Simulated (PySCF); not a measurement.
Run record: geometry optimisation, `[Li][Cl]`.

Method: PBE0-D3(BJ)/def2-SVP geometry optimisation, gas phase (PySCF 2.14.0). Start geometry: GFN2-xTB. The input is one job of a driver script: a line of settings, then coordinates in Å.

Input:
```
{"job": {"xc": "PBE0", "basis": "def2-SVP", "d3": "d3bj", "grid": 1, "kind": "geom"}, "charge": 0, "multiplicity": 1}
Li     0.980045    -0.002592    -0.003201
Cl    -0.977288     0.003860    -0.010948
```

Output:
```
step   0  E = -467.46993088  max force = 0.010122
step   1  E = -467.47034703  max force = 0.001902
step   2  E = -467.47036075  max force = 0.000762
step   3  E = -467.47036289  max force = 0.000014
optimisation converged
```

Energies in Eh; «max force» is the largest Cartesian gradient component in Eh/bohr.

**Question.** Give the first gradient maximum in eV/Å.

**Answer.** With 1 Eh/bohr = 51.422 eV/Å, 0.520 eV/Å.

Main results: final energy -467.47036 Eh after 3 steps; dipole 6.59 D.

**Question.** Give the final coordinates.

**Answer.** 0.024 Å rms from the input after alignment:
```
atom  x, y, z in Å
Li1    0.9959   -0.0036   -0.0022
Cl2   -1.0088    0.0045   -0.0120
```

Hardware: one thread, Arm Neoverse V1 (aarch64), shared host with 64 logical CPUs at a one-minute load of 20. Cost: 1.2 s wall, 0.23 GiB resident at most.
Labels such as C1 count atoms from 1, the log's own numbers from 0.
